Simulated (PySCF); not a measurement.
## Dipole moment and polarisability of `N#CCC1C=C1`

Species: C5H5N.
Geometry (GFN2-xTB, Å), atoms numbered from 1 in this order:
```
atom  x, y, z in Å
N1    -1.562    2.032    1.611
C2    -1.271    1.026    1.153
C3    -0.883   -0.225    0.553
C4     0.038    0.019   -0.640
C5     1.512    0.190   -0.435
C6     1.142   -0.946   -0.948
H7    -1.787   -0.754    0.237
H8    -0.369   -0.828    1.308
H9    -0.452    0.552   -1.451
H10    2.268    0.848   -0.085
H11    1.369   -1.911   -1.329
```

Level: CAM-B3LYP/def2-SVPD (PySCF), static field, nuclei fixed, core orbitals frozen in the response. The polarisability tensor in these axes (au):

```
x   58.84 -5.87 -5.84
y   -5.87 62.41  9.68
z   -5.84  9.68 51.25
```

Question: Give the principal values, the mean and the anisotropy Δα = √{½[(α1 − α2)² + (α2 − α3)² + (α1 − α3)²]}.

Answer: Principal values 45.25, 54.57 and 72.68 au; mean 57.50 au = 8.52 Å³ = 9.48 × 10⁻⁴⁰ C²·m²/J; Δα = 24.17 au (42 % of the mean).

Question: What is the dipole moment, and where does it point?

Answer: (1.84, -3.62, -1.94) D, 4.50 D in size, pointing from the negative to the positive side. Measured along this direction, the outermost atoms are N1 at the negative end and H11 at the positive end.

Question: What depolarisation ratio follows for Rayleigh scattering of linearly polarised light, taking the static tensor?

Answer: ρ = 3Δα²/(45ᾱ² + 4Δα²) = 1751.9/(148779 + 2335.8) = 0.0116.

Question: Orientational against electronic polarisability at 250 K (dilute gas, rigid molecules)?

Answer: In Gaussian units μ²/3kT = 195.39 Å³ against 8.52 Å³, a ratio of 22.93; the Debye molar polarisation (4π/3)N_A(α + μ²/3kT) is 514.4 cm³/mol, leaving out the vibrational part.

Question: Estimate the molar refractivity from the static electronic polarisability.

Answer: Lorentz–Lorenz: R = (4π/3)N_A α = 2.5225 cm³/(mol·Å³) × 8.52 Å³ = 21.5 cm³/mol, in the limit of long wavelengths.

Question: Give the principal axes and the span of the nuclei along them.

Answer: Largest value along (-0.50, 0.73, 0.47), where the nuclei span 5.71 Å; middle along (0.84, 0.53, 0.08), 4.24 Å; least along (0.19, -0.43, 0.88), 3.04 Å. The response follows the extents in order.

Question: Refractivity n − 1 of an ideal gas of it at 298.15 K and 1 atm, from the electronic α?

Answer: N = p/kT = 2.4615 × 10¹⁹ cm⁻³, so n − 1 = 2π × N × 8.52 × 10⁻²⁴ cm³ = 1318 × 10⁻⁶ at long wavelengths, for an ideal gas.

The structure is a single GFN2-xTB conformer in the gas phase; no vibrational or solvent corrections.
